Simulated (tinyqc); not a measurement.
Worked calculation: G0W0 on RHF in the sto-3g basis, for HF, spin multiplicity 1. Computed by tinyqc, a small Python program that keeps every step (integrals from PySCF). Settings: charge = 0, multiplicity = 1, basis = sto-3g, method = RHF, energy threshold = 1e-10, iteration cap = 65, orthogonalisation = symmetric, start = Wolfsberg-Helmholz matrix, DIIS depth = 6. Command: `OMP_NUM_THREADS=1 python tinyqc.py 25100 25101 out.jsonl` (the two numbers bound the seeds that draw the settings). One thread of a shared host (Intel(R) Xeon(R) Processor @ 2.60GHz), about 0.07 s of CPU time with the checks. The early iterations of the SCF are left out here.

## One-electron integrals

Geometry (angstrom):
```
atom         x         y         z
F     0.000000  0.000000  0.000000
H     0.000000  0.000000  1.116000
```

Basis sto-3g: exponents (1/bohr^2) and contraction coefficients of normalised primitives:
```
element  l (shell)    exponent  coefficient
F            s (1)  166.679130     0.154329
F            s (1)   30.360812     0.535328
F            s (1)    8.216821     0.444635
F            s (2)    6.464803    -0.099967
F            s (2)    1.502281     0.399513
F            s (2)    0.488588     0.700115
F            p (3)    6.464803     0.155916
F            p (3)    1.502281     0.607684
F            p (3)    0.488588     0.391957
H            s (1)    3.425251     0.154329
H            s (1)    0.623914     0.535328
H            s (1)    0.168855     0.444635
```

Overlap, kinetic and nuclear-attraction integrals over the contracted functions; the nuclear repulsion is the sum of Za Zb / Rab.

nuclear repulsion = 4.26755815 hartree

overlap S, order 1F 1s, 1F 2s, 1F 2px, 1F 2py, 1F 2pz, 2H 1s:
```
[[1.000000, 0.237990, 0.000000, 0.000000, 0.000000, 0.030721],
 [0.237990, 1.000000, 0.000000, 0.000000, 0.000000, 0.327153],
 [0.000000, 0.000000, 1.000000, 0.000000, 0.000000, 0.000000],
 [0.000000, 0.000000, 0.000000, 1.000000, 0.000000, 0.000000],
 [0.000000, 0.000000, 0.000000, 0.000000, 1.000000, 0.276779],
 [0.030721, 0.327153, 0.000000, 0.000000, 0.276779, 1.000000]]
```

kinetic energy T (hartree), order 1F 1s, 1F 2s, 1F 2px, 1F 2py, 1F 2pz, 2H 1s:
```
[[36.984577, -0.212858, 0.000000, 0.000000, 0.000000, -0.007558],
 [-0.212858, 1.037995, 0.000000, 0.000000, 0.000000, 0.046042],
 [0.000000, 0.000000, 3.248015, 0.000000, 0.000000, 0.000000],
 [0.000000, 0.000000, 0.000000, 3.248015, 0.000000, 0.000000],
 [0.000000, 0.000000, 0.000000, 0.000000, 3.248015, 0.142915],
 [-0.007558, 0.046042, 0.000000, 0.000000, 0.142915, 0.760032]]
```

nuclear attraction V (hartree), order 1F 1s, 1F 2s, 1F 2px, 1F 2py, 1F 2pz, 2H 1s:
```
[[-77.483753, -9.289657, 0.000000, 0.000000, -0.010166, -1.229538],
 [-9.289657, -12.014621, 0.000000, 0.000000, -0.125686, -2.881925],
 [0.000000, 0.000000, -11.898368, 0.000000, 0.000000, 0.000000],
 [0.000000, 0.000000, 0.000000, -11.898368, 0.000000, 0.000000],
 [-0.010166, -0.125686, 0.000000, 0.000000, -11.969191, -2.120190],
 [-1.229538, -2.881925, 0.000000, 0.000000, -2.120190, -5.411120]]
```

core Hamiltonian H = T + V (hartree), order 1F 1s, 1F 2s, 1F 2px, 1F 2py, 1F 2pz, 2H 1s:
```
[[-40.499176, -9.502515, 0.000000, 0.000000, -0.010166, -1.237096],
 [-9.502515, -10.976626, 0.000000, 0.000000, -0.125686, -2.835883],
 [0.000000, 0.000000, -8.650353, 0.000000, 0.000000, 0.000000],
 [0.000000, 0.000000, 0.000000, -8.650353, 0.000000, 0.000000],
 [-0.010166, -0.125686, 0.000000, 0.000000, -8.721176, -1.977275],
 [-1.237096, -2.835883, 0.000000, 0.000000, -1.977275, -4.651088]]
```

## Two-electron integrals

Functions are numbered as in S; the eight-fold symmetry (ij|kl) = (ji|kl) = (kl|ij) leaves the list below.

Two-electron integrals (ij|kl) in chemists' order, unique and non-zero (hartree):
```
(11|11) 5.403501   (21|11) 0.841920   (21|21) 0.156299   (22|11) 1.268028
(22|21) 0.292344   (22|22) 0.926167   (31|31) 0.027998   (32|31) 0.043169
(32|32) 0.204588   (33|11) 1.264502   (33|21) 0.292403   (33|22) 0.925959
(33|33) 0.997514   (41|41) 0.027998   (42|41) 0.043169   (42|42) 0.204588
(43|43) 0.053770   (44|11) 1.264502   (44|21) 0.292403   (44|22) 0.925959
(44|33) 0.889973   (44|44) 0.997514   (51|51) 0.027998   (52|51) 0.043169
(52|52) 0.204588   (53|53) 0.053770   (54|54) 0.053770   (55|11) 1.264502
(55|21) 0.292403   (55|22) 0.925959   (55|33) 0.889973   (55|44) 0.889973
(55|55) 0.997514   (61|11) 0.110073   (61|21) 0.020272   (61|22) 0.037713
(61|33) 0.037654   (61|44) 0.037654   (61|51) 0.000826   (61|52) 0.001555
(61|55) 0.037836   (61|61) 0.002656   (62|11) 0.291575   (62|21) 0.068181
(62|22) 0.242513   (62|33) 0.238892   (62|44) 0.238892   (62|51) 0.004649
(62|52) 0.036965   (62|55) 0.249514   (62|61) 0.008982   (62|62) 0.079561
(63|31) 0.006982   (63|32) 0.041959   (63|53) 0.007691   (63|63) 0.011545
(64|41) 0.006982   (64|42) 0.041959   (64|54) 0.007691   (64|64) 0.011545
(65|11) 0.203805   (65|21) 0.048251   (65|22) 0.183708   (65|33) 0.175967
(65|44) 0.175967   (65|51) 0.009851   (65|52) 0.068371   (65|55) 0.198979
(65|61) 0.006609   (65|62) 0.073996   (65|65) 0.079878   (66|11) 0.464675
(66|21) 0.110423   (66|22) 0.453830   (66|33) 0.438948   (66|44) 0.438948
(66|51) 0.008997   (66|52) 0.101839   (66|55) 0.483120   (66|61) 0.014621
(66|62) 0.195278   (66|65) 0.211387   (66|66) 0.774606
```

## Orthogonalisation

S = U s U^T; symmetric (Loewdin) form X = U s^(-1/2) U^T, so that X^T S X = 1.

eigenvalues of S: [0.541596, 0.847510, 1.000000, 1.000000, 1.128737, 1.482158]

X, order 1F 1s, 1F 2s, 1F 2px, 1F 2py, 1F 2pz, 2H 1s:
```
[[1.022842, -0.128778, 0.000000, 0.000000, -0.004418, 0.017246],
 [-0.128778, 1.071025, 0.000000, 0.000000, 0.040348, -0.189607],
 [0.000000, 0.000000, 1.000000, 0.000000, 0.000000, 0.000000],
 [0.000000, 0.000000, 0.000000, 1.000000, 0.000000, 0.000000],
 [-0.004418, 0.040348, 0.000000, 0.000000, 1.033320, -0.157198],
 [0.017246, -0.189607, 0.000000, 0.000000, -0.157198, 1.080522]]
```

## Iteration 7 (converged): orbitals

converged F (hartree), order 1F 1s, 1F 2s, 1F 2px, 1F 2py, 1F 2pz, 2H 1s:
```
[[-25.908297, -6.624331, 0.000000, 0.000000, -0.018195, -0.871461],
 [-6.624331, -3.024027, 0.000000, 0.000000, -0.044031, -0.806154],
 [0.000000, 0.000000, -0.462127, 0.000000, 0.000000, 0.000000],
 [0.000000, 0.000000, 0.000000, -0.462127, 0.000000, 0.000000],
 [-0.018195, -0.044031, 0.000000, 0.000000, -0.258884, -0.483947],
 [-0.871461, -0.806154, 0.000000, 0.000000, -0.483947, -0.377297]]
```

Diagonalise F' = X^T F X, C = X C', fill 5 alpha and 5 beta electrons from the bottom; D = 2 C_occ C_occ^T. Each column has its largest component positive (the first on a tie).

F' = X^T F X (hartree):
```
[[-25.437570, -3.400450, 0.000000, 0.000000, -0.041187, -0.081610],
 [-3.400450, -1.796525, 0.000000, 0.000000, 0.073335, -0.399482],
 [0.000000, 0.000000, -0.462127, 0.000000, 0.000000, 0.000000],
 [0.000000, 0.000000, 0.000000, -0.462127, 0.000000, 0.000000],
 [-0.041187, 0.073335, 0.000000, 0.000000, -0.126083, -0.475292],
 [-0.081610, -0.399482, 0.000000, 0.000000, -0.475292, -0.060282]]
```

orbital energies (hartree): [-25.917722, -1.427679, -0.523401, -0.462127, -0.462127, 0.448343]

coefficients C, order 1F 1s, 1F 2s, 1F 2px, 1F 2py, 1F 2pz, 2H 1s:
```
[[0.994900, -0.255723, 0.061587, 0.000000, 0.000000, 0.063989],
 [0.021126, 0.980399, -0.318059, 0.000000, 0.000000, -0.372111],
 [0.000000, 0.000000, 0.000000, 0.979312, -0.202357, 0.000000],
 [0.000000, 0.000000, 0.000000, 0.202357, 0.979312, 0.000000],
 [0.001752, 0.041960, 0.687740, 0.000000, 0.000000, -0.786995],
 [-0.003874, 0.118554, 0.574503, 0.000000, 0.000000, 0.940406]]
```

D after iteration 7, order 1F 1s, 1F 2s, 1F 2px, 1F 2py, 1F 2pz, 2H 1s:
```
[[2.118025, -0.498561, 0.000000, 0.000000, 0.066737, 0.002421],
 [-0.498561, 2.125580, 0.000000, 0.000000, -0.355135, -0.133154],
 [0.000000, 0.000000, 2.000000, 0.000000, 0.000000, 0.000000],
 [0.000000, 0.000000, 0.000000, 2.000000, 0.000000, 0.000000],
 [0.066737, -0.355135, 0.000000, 0.000000, 0.949499, 0.800152],
 [0.002421, -0.133154, 0.000000, 0.000000, 0.800152, 0.688247]]
```

Within a degenerate level the vectors are fixed only up to a rotation; this is one choice.

## Convergence

Stop when the energy changes by less than 1e-10 hartree and every element of the error matrix X^T (F D S - S D F) X is below 3e-06.

Course of the cycle:
```
iteration   E (hartree)     change  largest element of the error matrix
1          -98.24196085          -                             4.56e-01
2          -98.53453950  -2.93e-01                             9.80e-02
3          -98.54790619  -1.34e-02                             1.60e-02
4          -98.54807410  -1.68e-04                             1.79e-03
5          -98.54807652  -2.41e-06                             1.62e-05
6          -98.54807652  -1.70e-10                             1.76e-07
7          -98.54807652  -4.26e-14                             9.05e-08
```

PySCF RHF in the same basis = -98.54807652 hartree

Converged in 7 iterations.

## Integrals over molecular orbitals

(pq|rs) = sum C_ip C_jq C_kr C_ls (ij|kl), one index at a time.

one-electron integrals over orbitals h = C^T H C (hartree):
```
[[-40.481582, 0.716179, -0.163458, 0.000000, 0.000000, -0.174626],
 [0.716179, -9.128929, 0.537685, 0.000000, 0.000000, 0.938179],
 [-0.163458, 0.537685, -7.111360, 0.000000, 0.000000, 2.113211],
 [0.000000, 0.000000, 0.000000, -8.650353, 0.000000, 0.000000],
 [0.000000, 0.000000, 0.000000, 0.000000, -8.650353, 0.000000],
 [-0.174626, 0.938179, 2.113211, 0.000000, 0.000000, -6.057983]]
```

Two-electron integrals over orbitals (pq|rs), unique and non-zero (hartree):
```
(11|11) 5.363803    (21|11) -0.516168   (21|21) 0.078366    (22|11) 1.221126
(22|21) -0.021805   (22|22) 0.864564    (31|11) 0.123521    (31|21) -0.017821
(31|22) 0.008831    (31|31) 0.019217    (32|11) -0.133387   (32|21) 0.006394
(32|22) -0.039975   (32|31) 0.020710    (32|32) 0.145512    (33|11) 0.929213
(33|21) -0.009259   (33|22) 0.717998    (33|31) -0.003191   (33|32) -0.025512
(33|33) 0.708465    (41|41) 0.029558    (42|41) 0.039763    (42|42) 0.186495
(43|41) -0.008687   (43|42) -0.033892   (43|43) 0.039592    (44|11) 1.264019
(44|21) -0.014863   (44|22) 0.888826    (44|31) 0.003622    (44|32) -0.072757
(44|33) 0.707246    (44|44) 0.997514    (51|51) 0.029558    (52|51) 0.039763
(52|52) 0.186495    (53|51) -0.008687   (53|52) -0.033892   (53|53) 0.039592
(54|54) 0.053770    (55|11) 1.264019    (55|21) -0.014863   (55|22) 0.888826
(55|31) 0.003622    (55|32) -0.072757   (55|33) 0.707246    (55|44) 0.889973
(55|55) 0.997514    (61|11) 0.129329    (61|21) -0.020801   (61|22) 0.002114
(61|31) -0.011041   (61|32) -0.024070   (61|33) 0.007970    (61|44) 0.003677
(61|55) 0.003677    (61|61) 0.021940    (62|11) -0.188551   (62|21) 0.004655
(62|22) -0.103183   (62|31) -0.020029   (62|32) -0.066194   (62|33) -0.026285
(62|44) -0.101311   (62|55) -0.101311   (62|61) 0.017918    (62|62) 0.092679
(63|11) -0.397652   (63|21) 0.006760    (63|22) -0.210472   (63|31) 0.001734
(63|32) 0.088828    (63|33) -0.104395   (63|44) -0.227337   (63|55) -0.227337
(63|61) -0.005544   (63|62) 0.045102    (63|63) 0.211129    (64|41) -0.008405
(64|42) -0.033973   (64|43) -0.019772   (64|64) 0.029991    (65|51) -0.008405
(65|52) -0.033973   (65|53) -0.019772   (65|65) 0.029991    (66|11) 0.858967
(66|21) -0.009090   (66|22) 0.655623    (66|31) 0.012318    (66|32) 0.055547
(66|33) 0.659947    (66|44) 0.635745    (66|55) 0.635745    (66|61) -0.008324
(66|62) -0.059561   (66|63) -0.021564   (66|66) 0.692526
```

## Screening: direct RPA

With D = e_a - e_i and K = (ia|jb): diagonalise D^(1/2) (D + 4K) D^(1/2) = Z w^2 Z^T; X + Y = D^(1/2) Z w^(-1/2), each column of Z with its largest component positive (the first on a tie); E_c = (sum w - tr (D + 2K)) / 2.

D^(1/2) (D + 4K) D^(1/2) (hartree^2), order 1>6, 2>6, 3>6, 4>6, 5>6:
```
[[697.483313, 0.504076, -0.112250, 0.000000, 0.000000],
 [0.504076, 4.214930, 0.243582, 0.000000, 0.000000],
 [-0.112250, 0.243582, 1.764938, 0.000000, 0.000000],
 [0.000000, 0.000000, 0.000000, 0.938177, 0.000000],
 [0.000000, 0.000000, 0.000000, 0.000000, 0.938177]]
```

excitation energies w (hartree): [0.968596, 0.968596, 1.319439, 2.058778, 26.409917]

X + Y, order 1>6, 2>6, 3>6, 4>6, 5>6:
```
[[0.000000, 0.000000, 0.001035, -0.002533, 0.999169],
 [0.000000, 0.000000, -0.116891, 0.949986, 0.000194],
 [0.000000, 0.000000, 0.854052, 0.067349, -0.000031],
 [-0.163466, 0.955651, 0.000000, 0.000000, 0.000000],
 [0.955651, 0.163466, 0.000000, 0.000000, 0.000000]]
```

RPA correlation energy = -0.04045252 hartree

Within a degenerate level the vectors are fixed only up to a rotation; this is one choice.

## G0W0 on Hartree-Fock: HOMO

W(p,q,m) = sqrt2 sum_ia (pq|ia) (X+Y)_ia,m; Sigma_c(x) = sum_(i,m) W^2/(x - e_i + w_m) + sum_(a,m) W^2/(x - e_a - w_m); solve x = e_p + Sigma_c(x) by Newton steps; Z = 1/(1 - dSigma/dx); 1 hartree = 27.211386 eV.

The 12 largest terms at x = e_p (hartree; W for the signs of X + Y given):
```
q  m          W       term
5  3  -0.257827   0.050381
5  4  -0.157775   0.012091
2  1  -0.045915   0.001090
6  1   0.040532  -0.000874
3  1  -0.026722   0.000693
2  2  -0.007854   0.000032
6  2   0.006933  -0.000026
3  2  -0.004571   0.000020
1  1  -0.011359   4.88e-06
5  5   0.005178   1.02e-06
1  2  -0.001943   1.43e-07
```

Newton steps (hartree):
```
step          x  Sigma_c(x)         Z
0     -0.462127    0.063414  0.956198
1     -0.401491    0.060751  0.959584
2     -0.401381    0.060746  0.959589
3     -0.401381    0.060746  0.959589
```

quasiparticle energy of the HOMO = -10.922140 eV

Hartree-Fock value = -12.575124 eV

## G0W0 on Hartree-Fock: LUMO

As before.

The 12 largest terms at x = e_p (hartree; W for the signs of X + Y given):
```
q  m          W       term
3  3   0.247540   0.026744
2  4   0.128744   0.004212
6  4  -0.082043  -0.003269
3  4   0.080722   0.002150
5  1   0.040532   0.000874
4  2   0.040532   0.000874
2  3   0.039180   0.000480
6  3  -0.016211  -0.000199
5  2   0.006933   0.000026
4  1  -0.006933   0.000026
2  5   0.025343   0.000023
1  4   0.023466   0.000019
```

Newton steps (hartree):
```
step         x  Sigma_c(x)         Z
0     0.448343    0.031979  0.983959
1     0.479809    0.031471  0.984272
2     0.479814    0.031471  0.984272
```

quasiparticle energy of the LUMO = 13.056398 eV

Hartree-Fock value = 12.200026 eV
